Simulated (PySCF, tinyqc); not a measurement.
Inside a calculation. Method: RKS/exchange-only LDA in the sto-3g basis, for LiH, spin multiplicity 1. The lowest restricted solution is unstable here: a spin-polarised one lies 0.0188 hartree lower (PySCF). One step of it, computed by the program tinyqc.

Question. Iteration 2: building the Kohn-Sham matrix. J_ij = sum D_kl (ij|kl); F = H + J + V_xc; E = tr D H + tr D J / 2 + E_xc + E_nn.

D after iteration 1, lower triangle:
```
            1Li 1s    1Li 2s   1Li 2px   1Li 2py   1Li 2pz     2H 1s
1Li 1s    2.037351
1Li 2s   -0.200878  1.000506
1Li 2px   0.000000  0.000000  0.000000
1Li 2py   0.000000  0.000000  0.000000  0.000000
1Li 2pz  -0.185007  0.666782  0.000000  0.000000  0.445683
2H 1s    -0.164199  0.556548  0.000000  0.000000  0.372252  0.310967
```

core Hamiltonian H = T + V (hartree), lower triangle:
```
            1Li 1s     1Li 2s    1Li 2px    1Li 2py    1Li 2pz      2H 1s
1Li 1s   -4.587444
1Li 2s   -1.028311  -1.284677
1Li 2px   0.000000   0.000000  -1.045051
1Li 2py   0.000000   0.000000   0.000000  -1.045051
1Li 2pz  -0.004842  -0.056645   0.000000   0.000000  -1.081939
2H 1s    -0.011124  -0.177256   0.000000   0.000000  -0.266913  -1.010629
```

Two-electron integrals (ij|kl) in chemists' order, unique and non-zero (hartree):
```
(11|11) 1.680395   (21|11) 0.265420   (21|21) 0.049941   (22|11) 0.397727
(22|21) 0.092860   (22|22) 0.290562   (31|31) 0.008981   (32|31) 0.013788
(32|32) 0.064184   (33|11) 0.396640   (33|21) 0.092880   (33|22) 0.290497
(33|33) 0.312946   (41|41) 0.008981   (42|41) 0.013788   (42|42) 0.064184
(43|43) 0.016869   (44|11) 0.396640   (44|21) 0.092880   (44|22) 0.290497
(44|33) 0.279207   (44|44) 0.312946   (51|51) 0.008981   (52|51) 0.013788
(52|52) 0.064184   (53|53) 0.016869   (54|54) 0.016869   (55|11) 0.396640
(55|21) 0.092880   (55|22) 0.290497   (55|33) 0.279207   (55|44) 0.279207
(55|55) 0.312946   (61|11) 0.002406   (61|21) 0.000471   (61|22) 0.000947
(61|33) 0.000929   (61|44) 0.000929   (61|51) 0.000079   (61|52) 0.000164
(61|55) 0.000983   (61|61) 0.000005   (62|11) 0.030859   (62|21) 0.007413
(62|22) 0.028518   (62|33) 0.026805   (62|44) 0.026805   (62|51) 0.000995
(62|52) 0.008942   (62|55) 0.031906   (62|61) 0.000093   (62|62) 0.007757
(63|31) 0.000241   (63|32) 0.001708   (63|53) 0.000914   (63|63) 0.000255
(64|41) 0.000241   (64|42) 0.001708   (64|54) 0.000914   (64|64) 0.000255
(65|11) 0.046590   (65|21) 0.011210   (65|22) 0.043551   (65|33) 0.040759
(65|44) 0.040759   (65|51) 0.001541   (65|52) 0.014010   (65|55) 0.049079
(65|61) 0.000142   (65|62) 0.012301   (65|65) 0.019535   (66|11) 0.181349
(66|21) 0.043729   (66|22) 0.179113   (66|33) 0.167423   (66|44) 0.167423
(66|51) 0.004841   (66|52) 0.055312   (66|55) 0.202149   (66|61) 0.000535
(66|62) 0.068114   (66|65) 0.109274   (66|66) 0.774606
```

nuclear repulsion = 0.54404785 hartree

V_xc (hartree), lower triangle:
```
            1Li 1s     1Li 2s    1Li 2px    1Li 2py    1Li 2pz      2H 1s
1Li 1s   -0.966810
1Li 2s   -0.125996  -0.148738
1Li 2px   0.000000   0.000000  -0.145450
1Li 2py   0.000000   0.000000   0.000000  -0.145450
1Li 2pz  -0.005033  -0.052165   0.000000   0.000000  -0.150638
2H 1s    -0.001196  -0.028268   0.000000   0.000000  -0.045225  -0.284000
```

E_xc = sum of w rho eps_xc = -1.76686684 hartree

Give: Coulomb J; Kohn-Sham matrix F; total energy of this density.

Answer.

Coulomb J (hartree), lower triangle:
```
         1Li 1s  1Li 2s  1Li 2px  1Li 2py  1Li 2pz   2H 1s
1Li 1s   4.0163
1Li 2s   0.6850  1.3127
1Li 2px  0.0000  0.0000   1.2978
1Li 2py  0.0000  0.0000   0.0000   1.2978
1Li 2pz  0.0188  0.1180   0.0000   0.0000   1.3355
2H 1s    0.0067  0.1531   0.0000   0.0000   0.2361  1.0910
```

Kohn-Sham matrix F (hartree), lower triangle:
```
          1Li 1s   1Li 2s  1Li 2px  1Li 2py  1Li 2pz    2H 1s
1Li 1s   -1.5380
1Li 2s   -0.4693  -0.1207
1Li 2px   0.0000   0.0000   0.1073
1Li 2py   0.0000   0.0000   0.0000   0.1073
1Li 2pz   0.0089   0.0092   0.0000   0.0000   0.1029
2H 1s    -0.0057  -0.0524   0.0000   0.0000  -0.0760  -0.2036
```

total energy of this density = -7.378977 hartree
